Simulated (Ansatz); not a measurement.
# CH6BCl: the cost of one run

Program: Ansatz 0.2.0. Level of theory: RKS PBE/def2-SVP. These are calculated values, not measurements.

## (1) The starting structure

Bond lengths: B1–H3 1.190 Å, B1–C4 1.600 Å, C4–H5 1.110 Å, C4–H6 1.110 Å, C4–H7 1.110 Å, B1–Cl8 2.160 Å, Cl8–H9 1.527 Å. Angles: H3–B1–C4 120.0°, H3–B1–Cl8 97.0°, C4–B1–Cl8 101.2°, B1–C4–H5 109.5°, B1–C4–H6 109.5°, B1–C4–H7 109.5°, H5–C4–H6 109.4°, H5–C4–H7 109.4°, H6–C4–H7 109.4°, B1–Cl8–H9 58.2°.

Coordinates:

```xyz
9

B     0.0000    0.0000    0.0000
H     0.0000    0.0000    1.5400
H     1.0305    0.0000   -0.5950
C    -1.3856    0.0000   -0.8000
H    -1.9458   -0.9305   -0.5708
H    -1.9898    0.8797   -0.4946
H    -1.1839    0.0508   -1.8903
Cl    0.0903   -2.0478    0.6811
H     0.0386   -0.8759    1.6586
```

## (2) Pulling towards end A

Springs on the bonds that form and break draw the guess towards this end; the thresholds are loose.

The input, input.yaml:

```yaml
crystal:
  periodic: [false, false, false]
  atoms:
    - { symbol: B, position_ang: [0.0, 0.0, 0.0] }
    - { symbol: H, position_ang: [0.0, 0.0, 1.54] }
    - { symbol: H, position_ang: [1.0305, 0.0, -0.595] }
    - { symbol: C, position_ang: [-1.3856, 0.0, -0.8] }
    - { symbol: H, position_ang: [-1.9458, -0.9305, -0.5708] }
    - { symbol: H, position_ang: [-1.9898, 0.8797, -0.4946] }
    - { symbol: H, position_ang: [-1.1839, 0.0508, -1.8903] }
    - { symbol: Cl, position_ang: [0.0903, -2.0478, 0.6811] }
    - { symbol: H, position_ang: [0.0386, -0.8759, 1.6586] }
basis:
  gaussian: { orbitals: def2-SVP }
hamiltonian:
  xc: pbe
relax:
  f_tol: 0.15
  max_steps: 25
  restrain:
    - { distance: [0, 7], at: 3.06, k: 30.0 }
    - { distance: [8, 1], at: 1.86, k: 30.0 }
    - { distance: [0, 1], at: 1.19, k: 30.0 }
    - { distance: [8, 7], at: 1.37, k: 30.0 }
```

The run is started by

```sh
$ ansatz run input.yaml --threads 1 --pin off --max-ram 2048MiB --backend cpu --events-out ev --progress --plain --runs-dir out
```

Q: Estimate wall time and peak memory on 1 thread of Arm Neoverse V2, shared host.

About 14 s, with a peak of 0.13 GiB.
